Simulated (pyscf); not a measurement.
Single points on ωB97X-D3(BJ)/def2-SVP structures (PySCF, gas phase). MP2 and CC: frozen core, UHF for open shells. ΔMP2 is the change of the MP2 total energy from the triple- to the quadruple-zeta basis.

**Question.** Estimate the classical barrier height and the reaction energy of F–CH₂–SiH₃ (SMILES FC[SiH3]) → F–SiH₃ (SMILES F[SiH3]) + CH₂ (SMILES [CH2]) [singlet] at CCSD(T)/def2-TZVPP + ΔMP2(QZVPP). The step runs on the singlet surface, breaks C–F, C–Si and forms F–Si; take the reactant's lowest minimum found as zero.

**Answer.** ΔE‡ = 78.9 kcal/mol, ΔE = +63.2 kcal/mol. Zero-point energy shifts the barrier by -2.2 kcal/mol. It is a 1,1-elimination, with an imaginary mode of 447i cm⁻¹. CH₂ [singlet] is an excited spin state, 8.9 kcal/mol over the triplet at ωB97X-D3(BJ). One saddle was located; it need not be the lowest between these sides. A restricted singlet here is unstable towards spin polarisation, as is usual where a triplet lies low; its energy is less safe. The CCSD(T) − MP2 part came from Ansatz, without density fitting, on the same reference.
